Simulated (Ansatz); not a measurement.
# H6Si2: the cost of one run

Computed with Ansatz 0.2.0, driven from Python. Level of theory: MP2/def2-SVPD.

### Step 1. Starting point

Bond lengths: Si1–Si2 2.258 Å, Si1–H3 1.456 Å, Si1–H4 1.449 Å, Si1–H5 1.540 Å, Si2–H6 1.502 Å, Si2–H7 1.502 Å, Si2–H8 1.446 Å. Angles: Si1–Si2–H6 110.5°, Si1–Si2–H7 109.8°, Si1–Si2–H8 112.4°, H6–Si2–H7 107.4°, H6–Si2–H8 107.5°, H7–Si2–H8 109.0°, Si2–Si1–H3 115.1°, Si2–Si1–H4 112.9°, Si2–Si1–H5 111.1°, H3–Si1–H4 105.9°, H3–Si1–H5 104.9°, H4–Si1–H5 106.2°.

No structure file is read: the coordinates are typed or built in the script.

### Step 2. The script

File run_ip.py:

```python
# -*- coding: utf-8 -*-
"""Removing and adding an electron on H6Si2 at fixed geometry."""

import ansatz
from ase import Atoms


def energy(molecule, charge=0, unpaired=0):
    calc = (
        molecule.calculation()
        .basis(gaussian="def2-SVPD")
        .correlation("mp2")
        .scf(lower_state_search="off")
    )
    if charge:
        calc = calc.charge(charge)
    if unpaired:
        calc = calc.spin("collinear", total=unpaired)
    report = calc.run().report
    if report["published_state_doubts"]:
        print("  doubts:", report["published_state_doubts"])
    return report["free_energy_ev"]

atoms = Atoms(["Si", "Si", "H", "H", "H", "H", "H", "H"], positions=[
    (-0.3054, 0.445, -0.9708),
    (0.3349, -0.5051, 0.9748),
    (0.7807, 0.9443, -1.8016),
    (-1.0691, -0.4536, -1.8123),
    (-1.2073, 1.6681, -0.719),
    (1.1277, 0.4678, 1.8005),
    (1.2208, -1.6855, 0.6984),
    (-0.7902, -0.938, 1.7742),
])
geometry = ansatz.Crystal.molecule_from_ase(atoms)

# total-energy differences at one geometry
parent = energy(geometry, 0, 0)
cation = energy(geometry, 1, 1)
print(f"E(N)   = {parent:.5f} eV")
print(f"E(N-1) = {cation:.5f} eV  (1 unpaired)")
print(f"vertical ionisation energy {cation - parent:.3f} eV")
anion = energy(geometry, -1, 1)
print(f"E(N+1) = {anion:.5f} eV  (1 unpaired)")
print(f"vertical electron affinity {parent - anion:.3f} eV" + ("" if anion < parent else " (unbound in this basis)"))
print(f"fundamental gap IP - EA = {cation + anion - 2 * parent:.3f} eV")
```

### Step 3. The input behind the calls

The package turns the script's settings into the engine's input (first run):

```yaml
crystal:
  periodic: [false, false, false]
  atoms:
    - { symbol: Si, position_ang: [-0.3054, 0.445, -0.9708] }
    - { symbol: Si, position_ang: [0.3349, -0.5051, 0.9748] }
    - { symbol: H, position_ang: [0.7807, 0.9443, -1.8016] }
    - { symbol: H, position_ang: [-1.0691, -0.4536, -1.8123] }
    - { symbol: H, position_ang: [-1.2073, 1.6681, -0.719] }
    - { symbol: H, position_ang: [1.1277, 0.4678, 1.8005] }
    - { symbol: H, position_ang: [1.2208, -1.6855, 0.6984] }
    - { symbol: H, position_ang: [-0.7902, -0.938, 1.7742] }
basis:
  gaussian:
    orbitals: def2-SVPD
correlation:
  method: mp2
scf:
  lower_state_search: "off"
```

### Step 4. The run

The run is started by

```sh
> python run_ip.py
```

Q: Estimate wall time and peak memory on 1 thread of Arm Neoverse V2, shared host.

About 5.8 s, with a peak of 0.27 GiB.
